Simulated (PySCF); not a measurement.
Calculation: PySCF with PBE-D3(BJ)/def2-TZVP // r2SCAN-D4/def2-TZVP. Isolated molecules, 0 K electronic values unless said otherwise. 

Reference species (SMILES): `C=O` (neutral, multiplicity 1).

* **hole reorganisation energy (four-point)**: 0.042 eV
* **S1 oscillator strength**: 0.000

Changed species: `[GeH2]=[Se]`.

**Question.** Give the shifts of the hole reorganisation energy (four-point) and S1 oscillator strength.

**Answer.** the hole reorganisation energy (four-point) increases by 0.152 eV, to 0.194 eV; the S1 oscillator strength hardly moves.
